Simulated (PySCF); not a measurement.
methanol (CH4O), SMILES OC.

Geometry: B3LYP-D3(BJ)/def2-TZVP.

All values below come from SMD-B3LYP/def2-SVP run with PySCF.

Solvation free energies are E(SMD) − E(gas) at the gas-phase geometry, for 1 M in both phases. In vacuum the dipole moment is 1.65 D.

**Question.** Estimate the solvation free energies in water, dimethylsulfoxide, acetone. (Estimate from the structure and the level; the computed values follow.)

**Answer.** 
| solvent | ΔG(solv) (kcal/mol) | its non-electrostatic (CDS) part | dipole (D) |
|---|---|---|---|
| water | -3.9 | 2.5 | 2.08 |
| dimethylsulfoxide | -2.5 | 0.2 | 1.87 |
| acetone | -3.0 | -0.2 | 1.87 |
